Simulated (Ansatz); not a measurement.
CH2⁺, doublet along the angle H2-C1-H3

Starting geometry (PBE0/def2-TZVP stationary point for this spin, not checked as a minimum):

```xyz
3

C     0.0000    0.0000    0.0000
H     0.0000    0.0000   -1.0935
H     0.0000    0.0000    1.0935
```

From there the angle named below is changed in its plane at fixed bond lengths, both arms turning rigidly about the middle atom; atoms are numbered as listed. Energies are in eV, counted from the starting geometry at the same level. Kohn–Sham curves are unrestricted where that lies lower.

Basis aug-cc-pVDZ; Ansatz 0.2.0. Correlated methods freeze the noble-gas cores.

Full CI is exact within this basis and frozen core; it isn't the basis-set limit.

```tsv
angle H2-C1-H3 (°)	r2SCAN
67.1	2.762
84.4	1.401
101.2	0.554
123.1	0.003
139.1	-0.108
156.3	-0.071
180.0	0.000
```

Estimate the full CI curve in aug-cc-pVDZ from this one, knowing how r2SCAN errs.

The computed full CI values, in eV from the starting point, and the error of r2SCAN against them:
| angle H2-C1-H3 (°) | full CI | r2SCAN less full CI |
| --- | --- | --- |
| 67.1 | 2.781 | -0.019 |
| 84.4 | 1.386 | 0.015 |
| 101.2 | 0.517 | 0.037 |
| 123.1 | -0.046 | 0.049 |
| 139.1 | -0.150 | 0.041 |
| 156.3 | -0.092 | 0.021 |
| 180.0 | 0.000 | 0.000 |

The error spans 0.068 eV and is largest, 0.049 eV, at 123.1 °.

In so small a basis the reference is far from its limit while semilocal and hybrid functionals are nearer theirs, so the functionals' errors here hold much of the reference's basis and frozen-core error, which can add to them or hide them.
